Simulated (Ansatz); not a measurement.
I need harmonic frequencies at the relaxed geometry of C2H5O2, SMILES [O]CCO. Use Ansatz's Python interface. Use (for the species named): r2SCAN, def2-SVP basis, multiplicity 2, D4 dispersion.

| atom | x (Å) | y (Å) | z (Å) |
| --- | --- | --- | --- |
| O | 1.4316 | 0.1964 | 1.2023 |
| C | 0.9022 | -0.1850 | -0.0315 |
| C | -0.6191 | -0.2699 | 0.0549 |
| O | -1.1639 | 0.9756 | 0.3977 |
| H | 1.1992 | 0.5558 | -0.8038 |
| H | 1.3143 | -1.1770 | -0.3124 |
| H | -0.9021 | -1.0115 | 0.8319 |
| H | -1.0331 | -0.6203 | -0.9179 |
| H | -1.1290 | 1.5359 | -0.4212 |

Script `c2h5o2.py`:
```python
"""Harmonic frequencies of C2H5O2 at its relaxed geometry."""

import itertools
import warnings

import ansatz as az
from ase import Atoms
from ase.data import atomic_numbers, covalent_radii
import numpy as np

params = {
    "basis_set": "def2-SVP",
    "functional": "r2scan",
    "vdw": "d4",
}

warnings.simplefilter("ignore", az.DeckWarning)

atoms = Atoms(["O", "C", "C", "O", "H", "H", "H", "H", "H"], positions=[
    (1.4316, 0.1964, 1.2023),
    (0.9022, -0.185, -0.0315),
    (-0.6191, -0.2699, 0.0549),
    (-1.1639, 0.9756, 0.3977),
    (1.1992, 0.5558, -0.8038),
    (1.3143, -1.177, -0.3124),
    (-0.9021, -1.0115, 0.8319),
    (-1.0331, -0.6203, -0.9179),
    (-1.129, 1.5359, -0.4212),
])
molecule = az.Crystal.molecule_from_ase(atoms)

calc = (
    molecule.calculation()
    .basis(gaussian=params["basis_set"])
    .functional(params["functional"], dispersion=params["vdw"])
    .spin("collinear", total=1)  # two spin channels
)
symbols = [site.symbol for site in molecule.cartesian_sites]
start = np.array([site.position_ang for site in molecule.cartesian_sites], dtype=float)
r = calc.relax(force_tolerance=0.003).run().report
end = np.array(r["positions_ang"])

# pairs closer than 1.2 times the sum of covalent radii, before or after
radius = [covalent_radii[atomic_numbers[s]] for s in symbols]
span = lambda where, i, j: np.linalg.norm(where[i] - where[j])
bonded = [(i, j) for i, j in itertools.combinations(range(len(symbols)), 2) if min(span(start, i, j), span(end, i, j)) < 1.2 * (radius[i] + radius[j])]
print("pair        before    after (A)")
for i, j in bonded:
    print(f"{symbols[i]}{i}-{symbols[j]}{j}".ljust(10), f"{span(start, i, j):8.4f} {span(end, i, j):8.4f}")

# frequencies need a stationary point, so they are taken at the relaxed geometry
minimum = az.Crystal.molecule()
for symbol, place in zip(symbols, end):
    minimum = minimum.atom(symbol, place.tolist())
vibrating = (
    minimum.calculation()
    .basis(gaussian=params["basis_set"])
    .functional(params["functional"], dispersion=params["vdw"])
    .spin("collinear", total=1)  # two spin channels
    .phonons(temperatures=(100, 500, 100))
)
vib = vibrating.run().report["vibrations"]
sums = vib["harmonic_sums"]
modes = [m["omega_inv_cm"] for m in sums["modes_at_gamma"] if m["rigid_motion"] == "no"]
for number, w in enumerate(modes, start=1):
    print(f"mode {number:2d} {w:9.1f} 1/cm {w / 8065.544 * 1000:8.2f} meV")
print("imaginary modes:", sum(w < 0 for w in modes), " zero-point energy:", round(sums["zero_point_energy_ev"], 4), "eV")
print("T (K)   F_vib (eV)   S_vib (meV/K)   C_vib (meV/K)")
for row in zip(sums["temperatures_k"], sums["vibrational_free_energy_ev"], vib["entropy_ev_per_k"], vib["heat_capacity_ev_per_k"]):
    print(f"{row[0]:6.1f} {row[1]:11.4f} {1000 * row[2]:13.4f} {1000 * row[3]:15.4f}")
```

```console
$ python c2h5o2.py
pair        before    after (A)
O0-C1        1.3957   1.3494
C1-C2        1.5261   1.5343
C1-H4        1.1106   1.1202
C1-H5        1.1103   1.1209
C2-O3        1.4020   1.4049
C2-H6        1.1108   1.1017
C2-H7        1.1138   1.1115
O3-H8        0.9929   0.9664
mode  1     144.8 1/cm    17.96 meV
mode  2     296.6 1/cm    36.78 meV
mode  3     331.8 1/cm    41.14 meV
mode  4     471.9 1/cm    58.51 meV
mode  5     734.1 1/cm    91.02 meV
mode  6     869.4 1/cm   107.79 meV
mode  7     899.7 1/cm   111.55 meV
mode  8    1032.1 1/cm   127.96 meV
mode  9    1126.7 1/cm   139.69 meV
mode 10    1132.0 1/cm   140.35 meV
mode 11    1162.1 1/cm   144.08 meV
mode 12    1284.8 1/cm   159.30 meV
mode 13    1367.7 1/cm   169.57 meV
mode 14    1372.9 1/cm   170.21 meV
mode 15    1398.2 1/cm   173.35 meV
mode 16    1469.7 1/cm   182.22 meV
mode 17    2852.1 1/cm   353.61 meV
mode 18    2896.6 1/cm   359.13 meV
mode 19    2959.1 1/cm   366.88 meV
mode 20    3106.0 1/cm   385.09 meV
mode 21    3814.6 1/cm   472.95 meV
imaginary modes: 0  zero-point energy: 1.9046 eV
T (K)   F_vib (eV)   S_vib (meV/K)   C_vib (meV/K)
 100.0      1.9032        0.0484          0.1051
 200.0      1.8925        0.1705          0.2632
 300.0      1.8686        0.3091          0.4365
 400.0      1.8302        0.4598          0.6179
 500.0      1.7765        0.6154          0.7787
```

What to keep in mind:
- The frequencies are harmonic and unscaled, in a modest basis. The result belongs to the one conformer reached from this start, and soft torsions count as harmonic oscillators.
- The species is open-shell (spin multiplicity 2).
- Hardware and time: 3.2 min on 1 thread of Intel(R) Xeon(R) 6975P-C (Granite Rapids) (shared host), peak memory 0.29 GiB.

(Lines on the test bed's own set-up are left out of the output.)
